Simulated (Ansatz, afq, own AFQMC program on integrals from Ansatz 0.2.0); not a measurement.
AFQMC on a folder of integrals that Ansatz 0.2.0 wrote.

```yaml
crystal:
  periodic: [false, false, false]
  atoms:
    - {symbol: B, position_ang: [0.000000, 0.000000, 0.000000]}
    - {symbol: H, position_ang: [0.366582, 0.718246, 0.716617]}
    - {symbol: H, position_ang: [-0.375105, -0.714002, 0.716448]}
    - {symbol: H, position_ang: [-0.364926, 0.714843, -0.720852]}
    - {symbol: H, position_ang: [0.373449, -0.719088, -0.712213]}
basis:
  gaussian: {orbitals: 6-31G}
magnetization: {spin_polarized: true, initial_magnetization: 1}
correlation: {method: ccsd_t, electrons: outside_noble_gas, hamiltonian_folder: ham}
```

```sh
$ ansatz run in.yaml --threads 1 --pin off --events-out ev --progress --plain --max-ram 24576MiB --backend cuda --devices 0, --max-vram 18GiB
```

Options of the walk:

```
--method phaseless --trial cisd --walkers 4000 --populations 20 --least-time 60 --time-step 0.005 --steps-per-block 50 --equilibration-blocks 28 --max-blocks 4000 --target-error 0.00016 --factor-cut 1e-05 --start spin_pure --seed 9124 --release-times 0.24,0.51,0.99,1.62,2.4 --release-step 0.03 --release-every 3 --taylor-order 6
```

Times are imaginary, in 1/Eh. The walk had a cap of 122 s. With eight or more populations the least sampling time is a fifth of least-time, and the error comes from their spread.

Output of the walk:

```
orbitals 16  electrons 4 3  factors 113 of 254
reference energy -26.81373886 Eh
CCSD correlation -0.08684288 Eh in 10 cycles, weight of the determinant in the CISD state 0.9507
energy of the start -26.900511 Eh
 block  time / (1/Eh)  mean weight  energy / Eh
     1     0.250  1.0000  -26.900201
     2     0.500  1.0001  -26.900508
     3     0.750  1.0000  -26.900915
     4     1.000  0.9999  -26.901197
     5     1.250  0.9999  -26.901551
     8     2.000  1.0000  -26.902092
    11     2.750  1.0001  -26.902249
    14     3.500  1.0000  -26.902181
    17     4.250  1.0000  -26.902217
    20     5.000  1.0001  -26.902220
    21     5.250  1.0002  -26.902361
    23     5.750  0.9999  -26.902145
    26     6.500  1.0001  -26.902166
    29     7.250  1.0000  -26.902197
    32     8.000  1.0001  -26.902131
    35     8.750  1.0000  -26.902127
    38     9.500  1.0002  -26.902151
    41    10.250  1.0001  -26.902004
    44    11.000  0.9998  -26.901876
    47    11.750  1.0000  -26.902106
    50    12.500  1.0000  -26.902140
    53    13.250  1.0000  -26.901958
    56    14.000  1.0000  -26.902096
    59    14.750  1.0001  -26.902245
    62    15.500  1.0000  -26.902210
    65    16.250  1.0000  -26.902055
    68    17.000  1.0000  -26.902153
    71    17.750  0.9998  -26.902084
    74    18.500  1.0000  -26.902106
    75    18.750  0.9998  -26.901591
    77    19.250  0.9999  -26.902163
    78    19.500  1.0001  -26.902268
error from the spread of 20 populations
released: time / (1/Eh)  energy / Eh  error  mean overlap
  0.24  -26.902199  0.000033  0.9999
  0.51  -26.902217  0.000023  0.9991
  0.99  -26.902255  0.000016  0.9984
  1.62  -26.902273  0.000014  0.9982
  2.40  -26.902298  0.000013  0.9987
energy -26.902112 +/- 0.000039 Eh
(rows thinned)
```

The run passed its tests (sampling time, drift between the halves within three errors, error under three times the target), which doesn't prove that it has relaxed.

Against this walk (error 1.1 meV) on the same determinant: CCSD(T) 6.8 meV higher, CCSDT(Q) 4.9 meV lower, CCSDTQ 5.1 meV lower, full CI 5.1 meV lower. The error is statistical and leaves out the bias of the constraint. Released to 2.40 1/Eh the energy lies 5.0 ± 1.1 meV (both errors) below the phaseless value, which shows part or all of the bias of the constraint, and full CI lies 0.1 meV below the released value. Full CI is exact here, so the walk's 5 meV above it is the walk's own error: the bias of the constraint with this trial.

Cautions: constraint bias not in the error.

The walk took 17 s on 1 × NVIDIA H100 80GB HBM3 with 2 threads of AMD EPYC 7R13 Processor (Zen 3), with other jobs on the host (the card was shared). The log's last line is the phaseless energy.

CCSDT and higher add their correlation energy to the determinant of the CCSD(T) run, since their own runs factorise the integrals more tightly (a shift of under 2 meV). A walk keeps the symmetry of its determinant, which the program's search chose and which needn't be the lowest solution, so a lower state of the same spin and another symmetry isn't excluded.
